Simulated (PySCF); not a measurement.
# OS: the cost of one run

Computed with PySCF 2.14.0, with density-fitted response routines of our own, on a single molecule in the gas phase. Atoms count from 0, in the outputs and in this text.

### Step 1. Starting geometry

2 atoms, charge 0, multiplicity 3; geometry from: GFN2-xTB.

Bonds of the start (Å): O0–S1 1.47.

### Step 2. Relaxing the molecule at PBE0-D3(BJ)/def2-TZVP

What the job is given:

```
{"job": {"xc": "PBE0", "basis": "def2-TZVP", "d3": "d3bj", "grid": 2, "kind": "geom"}, "charge": 0, "multiplicity": 3}
O      0.000000     0.000000     0.000000
S      0.000000     0.000000     1.467250
```

**Question.** How long does this first job take on 2 threads of Arm Neoverse N1, shared host?

About 6.5 s.
